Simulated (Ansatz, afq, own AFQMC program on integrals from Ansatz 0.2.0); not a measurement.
## Where AFQMC and coupled cluster stand for Sn⁺, quartet

A free Sn cation.

Basis def2-TZVPP with its core potentials. Only valence electrons are correlated. AFQMC by an in-house program on the Cholesky factors that Ansatz 0.2.0 writes for its CCSD(T) run. The CISD trial takes its coefficients from CCSD amplitudes. Released means that phaseless walkers are propagated on without the constraint, phases kept. Free AFQMC starts from the CCSD state and is never constrained. Its projection time is finite, and what remains of the start isn't in its error. ± is one standard error of the sampling. No spin–orbit coupling.

Determinant: UHF, the one that the program's search chose, which needn't be the lowest solution.

Full CI on the same integrals is exact in this basis and with this determinant's frozen core.

Cautions: no spin-orbit coupling; inner d shell frozen; another spin lies lower (by 5.14 eV); the ph-AFQMC/CISD walk drifts between its halves (2.5 errors).

The T1 diagnostic is 0.0024 and the weight of the determinant in the CISD state is 0.990. The ⟨S²⟩ of the determinant is 3.753 and the size of the correlated space is 3 electrons in 41 orbitals.

```tsv
level	correlation energy (eV)
MP2	-0.1953
CCSD	-0.2824
CCSD(T)	-0.2840
```

(1) Estimate where free-projection AFQMC lies against CCSD(T) on the same integrals.

(1) 0.6 ± 0.2 meV below CCSD(T).

Reference: full CI, correlation energy -0.285 eV. The released energy is read at 2.40 1/Eh (meV from the phaseless value at times in 1/Eh: -0.1 ± 0.3 at 0.24, -0.2 ± 0.4 at 0.51, -0.2 ± 0.3 at 0.99, 0.0 ± 0.4 at 1.62, -0.3 ± 0.3 at 2.40).

```
         level  E − E(reference) (meV)  share of correlation (%)
       CCSD(T)                     0.7                     99.76
   ph-AFQMC/HF               1.3 ± 4.7                     99.55
 ph-AFQMC/CISD               0.1 ± 0.2                     99.97
released AFQMC              -0.2 ± 0.3                    100.08
    free AFQMC               0.1 ± 0.2                     99.96
```

Free projections are given only where their last times agree within the noise and don't stop above the reference; a slow remainder of the start can still hide under it. A walk keeps the symmetry of its determinant, which the program's search chose and which needn't be the lowest solution, so a lower state of the same spin and another symmetry isn't excluded. Released energies are given only where the last usable release times agree within the noise; a slower fall can still hide under it.
